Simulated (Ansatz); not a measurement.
`CSC#N`, relaxed with RKS PBE-D4/def2-SVP in Ansatz from a rough embedded geometry. The force threshold is 0.03 eV/Å; the program also tests the step.

Total charge 0; spin multiplicity 1.

Start:

```xyz
7

C    -0.482   -0.421   -0.620
S    -0.735    0.913    0.487
C     0.792    0.832    1.190
N     1.858    0.887    1.676
H     0.322   -0.260   -1.362
H    -1.444   -0.591   -1.255
H    -0.311   -1.360   -0.115
```

```
step  energy (eV)  largest force (eV/Å)  largest move (Å)
   1  -14432.0812                 2.707             0.000
   2  -14432.2258                 0.987             0.085
   3  -14432.2644                 0.205             0.038
   4  -14432.2669                 0.069             0.007
   5  -14432.2678                 0.021             0.015
```

End:

```xyz
7

C    -0.508   -0.486   -0.688
S    -0.702    0.906    0.491
C     0.827    0.898    1.220
N     1.875    0.935    1.758
H     0.307   -0.278   -1.407
H    -1.473   -0.543   -1.226
H    -0.326   -1.432   -0.147
```

It took 6 s on 2 threads of an Arm Neoverse V1 on a shared host, with 0.13 GiB of host memory at the peak.
